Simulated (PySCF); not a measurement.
Numbering as in the mapped SMILES `[CH3:1][C:2](=[O:3])[CH2:4][C:5]#[N:6]`. Hydrogens are named by the atom that carries them.

GIAO PBE0/pcSseg-1 shifts (PySCF 2.14, gas phase, non-relativistic, equivalent atoms averaged), each against references optimised in the same way as the molecule (TMS, H2O, NH3).

On the GFN2-xTB geometry: C2 201.9, C5 120.2, C4 33.2, C1 30.0, O3 702.8, N6 309.4, H(C4) 3.11, H(C1) 2.54 ppm.

Q: What changes on the PBE0-D3(BJ)/def2-SVP geometry?

A: 
| atoms | δ (ppm) | change |
| --- | --- | --- |
| C2 | 200.9 | -1.0 |
| C5 | 120.7 | +0.5 |
| C4 | 32.0 | -1.2 |
| C1 | 31.1 | +1.1 |
| O3 | 692.0 | -10.8 |
| N6 | 314.8 | +5.4 |
| H(C4) | 2.90 | -0.21 |
| H(C1) | 2.48 | -0.06 |

Bonds between heavy atoms that differ most (equivalent bonds averaged): C4–C5 1.438 → 1.453 Å, C5–N6 1.143 → 1.157 Å, C2–C4 1.534 → 1.539 Å, C2–O3 1.199 → 1.202 Å. Mean change of bonds to hydrogen: C–H +0.010 Å. The two structures also differ in conformation, which adds to the changes.
